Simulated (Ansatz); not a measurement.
## C2H4Si, SMILES C1=C[SiH2]1: an active-space calculation, step by step

With Ansatz 0.2.0 through its Python package.

Typed at the interpreter:
```pycon
>>> import ansatz as az
>>> mol = (
...     az.Crystal.molecule()
...     .atom("C", [-0.7511, -0.4583, -0.2203])
...     .atom("C", [0.2996, -0.2774, -0.9232])
...     .atom("Si", [0.4169, 0.4598, 0.6548])
...     .atom("H", [-1.7064, -0.8165, -0.3059])
...     .atom("H", [0.7141, -0.5271, -1.895])
...     .atom("H", [0.0923, 1.9019, 0.8441])
...     .atom("H", [0.9958, -0.3504, 1.7998])
... )
>>> base = mol.calculation().basis(gaussian="cc-pVDZ").correlation(active_electrons=6, active_orbitals=6)
>>> for method in ["sc_nevpt2"]:
...     rep = (base if method is None else base.correlation(method)).run(threads=1, pin="off").report
...     space = rep["configurations"]
...     state = space["states"][0]
...     print(method or "casscf", f"total {rep['free_energy_ev'] / 27.211386246:.6f} Ha, active-space state {state['energy']['hartree']:.6f} Ha, mean field {rep['reference_energy_ev'] / 27.211386246:.6f} Ha")
...     print("  determinants", state["n_determinants"], " natural occupations", [round(n, 3) for n in space["natural_occupations"]])
...
RunWarning: the results are in doubt because another end's mean lies 0.185 eV lower, and its corrected mean 0.181 eV higher
sc_nevpt2 total -367.239401 Ha, active-space state -366.954851 Ha, mean field -366.892353 Ha
  determinants 400  natural occupations [1.978, 1.968, 1.945, 0.056, 0.033, 0.018]
```

Caveats:
- The settings weren't tested for convergence.
- Warnings are shown shortened and without file and line.
- The geometry is a force-field or estimated start, not a minimum of this method, and the basis set is short of its limit. The active space starts as a window about the frontier orbitals and is then optimised, not chosen by chemistry.
- A lower CASSCF solution was found and passed over, so the printed active-space state isn't the lowest.
- Hardware and time: 2.8 s on 1 thread of AMD EPYC 9R14 (Zen 4), on a shared host, peak memory 0.18 GiB.

(Lines on the test bed's own set-up are left out of the output.)
